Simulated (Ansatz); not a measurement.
Total energies of C$_{4}$H$_{9}$FO (`CCOCCF`).

```tsv
atom	x (Å)	y (Å)	z (Å)
C1	-2.382	-0.429	-0.004
C2	-1.119	0.151	-0.584
O3	-0.042	-0.167	0.265
C4	1.181	0.333	-0.197
C5	2.238	-0.077	0.800
F6	3.465	0.396	0.377
H7	-3.235	-0.197	-0.646
H8	-2.574	-0.018	0.988
H9	-2.302	-1.514	0.083
H10	-0.931	-0.255	-1.590
H11	-1.203	1.243	-0.685
H12	1.428	-0.073	-1.189
H13	1.156	1.430	-0.282
H14	2.025	0.343	1.786
H15	2.294	-1.166	0.878
```

The species carries charge 0 and has multiplicity 1. All single points use the PBE0-D4/def2-TZVP geometry. It is one conformer, not always the lowest. Basis def2-TZVPP, Ansatz 0.2.0.

RPA on PBE orbitals: Hartree–Fock energy of these orbitals -331.06954 Eh, correlation -1.89941 Eh (frozen core).

```csv
functional,energy without D4 (Eh),D4 term (kJ/mol)
ωB97X-V,-332.92704,–
B2PLYP,-332.77470,–
```

Q: Give the same for LDA (SPW92), PBE, revPBE, BLYP, r2SCAN, B97M-V, PBE0, B3LYP, r2SCANh, r2SCAN0, HSE06 (plane-wave form), BHLYP, CAM-B3LYP, LC-ωPBE, ωB97M-V, PBE-QIDH. (An estimate is asked.)

A: Ansatz gave: 
```tsv
functional	energy without D4 (Eh)	D4 term (kJ/mol)
LDA (SPW92)	-330.36123	–
PBE	-332.63041	-22.9
revPBE	-332.91651	-83.1
BLYP	-332.91587	-51.4
r2SCAN	-332.84886	-6.2
B97M-V	-332.97099	–
PBE0	-332.65806	-19.1
B3LYP	-333.03907	-36.1
r2SCANh	-332.83363	-6.4
r2SCAN0	-332.81214	-7.0
HSE06 (plane-wave form)	-332.64084	-17.6
BHLYP	-332.85437	-24.1
CAM-B3LYP	-332.89394	-18.9
LC-ωPBE	-332.83798	–
ωB97M-V	-332.89030	–
PBE-QIDH	-332.61506	–
```

B3LYP takes the VWN-RPA correlation (the form of Gaussian; ORCA's B3LYP/G). HSE06 is the plane-wave form, built on full-range PBE exchange. The double hybrids freeze the cores in their second-order part.

LC-ωPBE has ω = 0.4 bohr⁻¹.
